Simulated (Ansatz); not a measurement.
# The beryllium atom (singlet): from Hartree-Fock to the top rungs, aug-cc-pVDZ

Aim: climb from Hartree-Fock through coupled cluster and multireference methods for the beryllium atom (singlet) at one geometry and basis, and see what each rung misses.

The runs use Ansatz 0.2.0, Gaussian basis; aug-cc-pVDZ, core rule «outside noble gas», up to 1 orbitals frozen.

To be run: CCSD(T) on UHF; BCCD(T) on RHF; CASSCF and MRCISD+Q, 2 electrons in 4 orbitals; CASSCF and MRCISD+Q(relaxed), 2 electrons in 4 orbitals; CASSCF and NEVPT4(SD), 2 electrons in 4 orbitals; CASSCF and NEVPT2, 2 electrons in 4 orbitals; Full CI.

## 1. The atom

A free atom, in its lowest state of this spin that the program finds.

1 atom, charge 0, spin multiplicity 1.

## 2. CCSD(T) on UHF

The input, in.yaml:

```yaml
crystal:
  periodic: [false, false, false]
  atoms:
    - {symbol: Be, position_ang: [0.000000, 0.000000, 0.000000]}
basis:
  gaussian: {orbitals: aug-cc-pVDZ}
magnetization: {spin_polarized: true, initial_magnetization: 0}
correlation: {method: ccsd_t, electrons: outside_noble_gas}
```

On the command line:

```console
$ ansatz run in.yaml --threads 1 --pin off --events-out ev --progress --plain --max-ram 3916MiB
```

The runs that follow: BCCD(T) on RHF; CASSCF and MRCISD+Q, 2 electrons in 4 orbitals; CASSCF and MRCISD+Q(relaxed), 2 electrons in 4 orbitals; CASSCF and NEVPT4(SD), 2 electrons in 4 orbitals; CASSCF and NEVPT2, 2 electrons in 4 orbitals; Full CI.

Q: Predict the results of all the runs planned. Wanted: FCI below the UHF energy; UMP2 from FCI; UCCSD(T) from FCI; NEVPT2 valence from FCI; NEVPT4(SD) valence from FCI; MRCISD+Q valence from FCI; effectively unpaired electrons.

The runs gave:

| quantity | value |
| --- | --- |
| FCI below the UHF energy | -1.2042 eV |
| UMP2 from FCI | +510.2 meV |
| UCCSD(T) from FCI | 0.0 meV |
| NEVPT2 valence from FCI | +17.5 meV |
| NEVPT4(SD) valence from FCI | +3.0 meV |
| MRCISD+Q valence from FCI | -0.9 meV |
| levels within 1 kcal/mol (43 meV) | UCCSD, UCCSD(T), BCCD(T), CASSCF valence, NEVPT2 valence, NEVPT4(SD) valence, MRCISD valence, MRCISD+Q valence, MRCISD+Q(relaxed) valence |
| effectively unpaired electrons | 0.15 |

What this shows: UCCSD(T) lands 0.0 meV from the yardstick (0.0 % of the correlation energy). MRCISD+Q(relaxed) valence falls below full CI: the +Q correction isn't variational, and the cores differ from full CI's. One determinant dominates. Of the multireference levels listed MRCISD+Q valence comes nearest in total energy (-0.9 meV), which doesn't show that its space is the better one. Coupled cluster took another determinant than the lowest Hartree-Fock one. These misses are within one basis, not against nature. With two correlated electrons CCSD is exact in the basis.
